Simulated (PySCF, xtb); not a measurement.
C2F4, SMILES FC(F)=C(F)F.

Harmonic wavenumbers (cm⁻¹) from GFN2-xTB run with xtb 6.7.1 at its own minimum, in rising order: 169, 186, 352, 396, 415, 481, 506, 769, 1124, 1223, 1250, 1821.

What does PBE-D3(BJ)/def2-SVP (PySCF) give at its own minimum? (The exact figures need the calculation; the answer reports its results.)

189, 200, 389, 403, 478, 532, 545, 784, 1180, 1330, 1337, 1859. Paired by order, the mean absolute difference is 44 cm⁻¹ and the zero-point energies are 12.4 and 13.2 kcal/mol.
